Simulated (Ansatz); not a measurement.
We consider zinc-blende ZnS, described by rVV10 in Ansatz (plane waves, PAW).

Total energies, extrapolated to zero smearing (they compare only within this program, potentials and cutoff; free atoms with spin allowed, lowest state found):

| system | energy (eV/atom) |
|---|---|
| zinc-blende ZnS, relaxed | -2131.0692 |
| free Zn atom | -3344.3900 |
| free S atom | -911.7577 |

Q: Work out the cohesive energy per atom.

A: E_coh = [1 × (-3344.3900) + 1 × (-911.7577)]/2 − (-2131.0692) = 3.00 eV/atom. The reference value is 3.21 eV/atom (measured, zero-point energy (9/8 kB θD) added and atomic spin-orbit splittings removed, spin-orbit-averaged atoms; as tabulated in Albrecht et al. (1997), arXiv:cond-mat/9706128), a difference of -0.21 eV/atom.

The PAW data were made under PBE.

Ansatz is a program for electronic structure.
